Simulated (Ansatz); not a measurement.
Two isomers of C3H3NO: A = `OC1=CC=N1`, B = `C=C(O)C#N`.

Program: Ansatz. Geometries: PBE0-D4/def2-TZVP. ΔE: electronic, gas phase. CCSD(T)/CBS adds triple-zeta CCSD(T) − MP2 to the extrapolated MP2 energy (def2 sets, frozen cores). Functionals use def2-TZVPP. Each species was taken in one conformer, which may not be the lowest.

A:

```xyz
8

O    -1.4012   -0.6065   -1.1436
C    -0.4311   -0.1738   -0.3875
C     0.6317    0.6430   -0.4643
C     0.7793    0.2110    0.9712
N    -0.2390   -0.5771    1.0578
H    -1.9436   -1.2080   -0.6163
H     1.1172    1.2760   -1.1853
H     1.4867    0.4353    1.7681
```

B:

```xyz
8

C    -0.629   -0.627   -0.912
C    -0.063    0.166   -0.008
O    -0.387    1.476    0.116
C     0.934   -0.325    0.898
N     1.738   -0.667    1.648
H    -0.341   -1.665   -0.976
H    -1.379   -0.238   -1.587
H     0.127    1.880    0.821
```

Question: Which isomer does CCSD(T)/CBS put lower? Give the gap. (An estimate is asked.)

Answer: Ansatz gave: B, by 226.9 kJ/mol.

Question: Give E(B) − E(A) in kJ/mol with PBE0-D4, ωB97M-V, PBE-D4, CCSD(T)/def2-TZVPP, BLYP-D4, CCSD(T)/def2-SVP, MP2/def2-TZVPP. (Estimate.)

Answer: Ansatz gave: PBE0-D4 -208.4, ωB97M-V -221.0, PBE-D4 -207.7, CCSD(T)/def2-TZVPP -232.3, BLYP-D4 -239.3, CCSD(T)/def2-SVP -236.8, MP2/def2-TZVPP -244.6. None reverses the order clearly.

Question: Does the order hold for the free energy at 298.15 K (harmonic terms from PBE0-D4)? (Best estimate.)

Answer: Ansatz gave: Yes: G(B) − G(A) = -229.8 kJ/mol, for one conformer each.

Largest T1 diagnostic: 0.025.

Leaving LDA and LC-ωPBE aside and taking each functional with its dispersion term where it has one, the values, not all of them listed here, spread over 33.2 kJ/mol, from B2PLYP to PBE-D4. LDA lies +24.4 kJ/mol from PBE without D4. In def2-TZVPP, CCSD(T) changes the Hartree–Fock value by +21.8 kJ/mol (the triples alone add +5.6 kJ/mol) and MP2 by +9.5 kJ/mol.
